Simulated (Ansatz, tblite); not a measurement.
Removing an electron: diborane mono Cl (B₂H₅Cl). Total charge 0; singlet. Geometry: PBE-D4/def2-TZVP. Ansatz, gas phase; energy differences of separate SCF runs; the oxidised species was run as a doublet alone.

Cartesian coordinates in Å:
```
B -0.587 -0.474 -0.370
Cl -2.212 -0.506 0.345
H -0.379 -1.128 -1.349
H -0.168 0.783 -0.591
B 0.713 0.488 0.329
H 1.776 0.450 -0.218
H 0.497 1.138 1.309
H 0.360 -0.752 0.544
```

The xTB rows come from tblite. Correlated methods freeze 7 core orbitals.

Task: Estimate orbital energies and vertical ionisation energies at: GFN1-xTB; GFN2-xTB; HF/def2-TZVPP; r2SCAN-D4/def2-TZVP; PBE0-D4/def2-TZVP; MP2/def2-TZVPP; CCSD/def2-TZVPP; CCSD(T)/def2-TZVPP.

Result: 
```
              level  −HOMO (eV)  vertical IE (eV)  −LUMO (eV)  HOMO–LUMO gap (eV)
           GFN1-xTB       12.29             15.25        6.34                5.95
           GFN2-xTB       10.97             14.09        6.10                4.87
      HF/def2-TZVPP           –             10.56           –                   –
r2SCAN-D4/def2-TZVP        7.79             11.16        1.81                5.98
  PBE0-D4/def2-TZVP        8.85             11.30        1.14                7.70
     MP2/def2-TZVPP           –             11.69           –                   –
    CCSD/def2-TZVPP           –             11.45           –                   –
 CCSD(T)/def2-TZVPP           –             11.49           –                   –
```

Run but left out: PBE-D4/def2-TZVP (charge +1 doublet: an occupied level 0.03 eV above an empty one).  Raw xTB energy differences between charge states are shifted by several eV; the methods need an empirical correction for them.
